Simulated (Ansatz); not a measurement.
## [H···H···BH₂], doublet: the ladder up to full CI

All five atoms lie in one plane.

Geometry: a point of a hydrogen-transfer path between rigid fragments, not a stationary point.

```xyz
5

H    -1.9965    0.0000    0.0000
H    -1.0135    0.0000    0.0000
B     0.1565    0.0000    0.0000
H     0.6656    0.0000    1.0770
H     0.6656    0.0000   -1.0770
```

Basis 6-31G; Ansatz 0.2.0. Only valence electrons are correlated (noble-gas cores frozen), which leaves 7 electrons in 16 orbitals. Prefix R: restricted or restricted open-shell reference; prefix U: unrestricted. Active spaces: valence = (7e, 8o) chosen from the atoms' valence shells; pair = (3e, 3o) about the gap.

Full CI is exact within this basis and frozen core; it isn't the basis-set limit. The frozen core follows each run's orbitals, which can shift R against U totals by a few meV.

For open shells CISD and CISDTQ are restricted-active-space CI with the open shells as a complete middle space.

- UHF ⟨S²⟩: 0.760
- T1 diagnostic (RCCSD): 0.0175
- largest doubles amplitude (RCCSD): 0.042
- T1 diagnostic (UCCSD): 0.0077

| level | E − E(full CI) (kJ/mol) | share of correlation (%) | wall time |
| --- | --- | --- | --- |
| RHF | 215.1 | 0.00 | – |
| UHF | 204.6 | 4.88 | – |
| RMP2 | 53.1 | 75.33 | – |
| UMP2 | 52.3 | 75.67 | – |
| CISD | 8.9 | 95.86 | 0.57 s |
| RCCSD | 3.5 | 98.38 | – |
| UCCSD | 3.4 | 98.43 | – |
| RCCSD(T) | 0.9 | 99.57 | 0.54 s |
| UCCSD(T) | 0.9 | 99.57 | 0.51 s |
| BCCD(T) | 0.9 | 99.57 | 0.69 s |
| RCCSDT | 0.1 | 99.96 | – |
| UCCSDT | 0.1 | 99.97 | – |
| CISDTQ | 0.1 | 99.95 | 1.9 s |
| RCCSDT(Q) | 0.0 | 99.99 | 3.2 s |
| UCCSDT(Q) | 0.0 | 99.99 | 2.9 s |
| RCCSDTQ | 0.0 | 100.00 | 18 s |
| UCCSDTQ | 0.0 | 100.00 | 17 s |
| CASSCF (pair space) | 173.9 | 19.15 | – |
| NEVPT2 (pair space) | 44.2 | 79.46 | 0.55 s |
| CASSCF (valence space) | 75.0 | 65.14 | – |
| NEVPT2 (valence space) | 20.0 | 90.69 | 3.3 s |
| MRCISD (valence space) | 1.7 | 99.23 | – |
| MRCISD+Q (valence space) | 0.5 | 99.74 | 4.5 s |

The correlation energy at full CI, counted from RHF, is -2.229 eV. That run took 3.6 s on 1 thread of Arm Neoverse N1, shared host over 272,520 determinants.

Times hold each run's SCF and search for its determinant on a shared host, so for small cases they say little of a method's own cost; they ran on 1 thread of Arm Neoverse N1.

The full-CI state has the irrep A1 of C2v, in the program's axes.

Natural occupations of full CI about the gap: 1.975 1.971 1.969 0.998 0.021 0.018 0.017 0.010 0.006 0.006; effectively unpaired electrons, Σ n²(2−n)², 1.01.
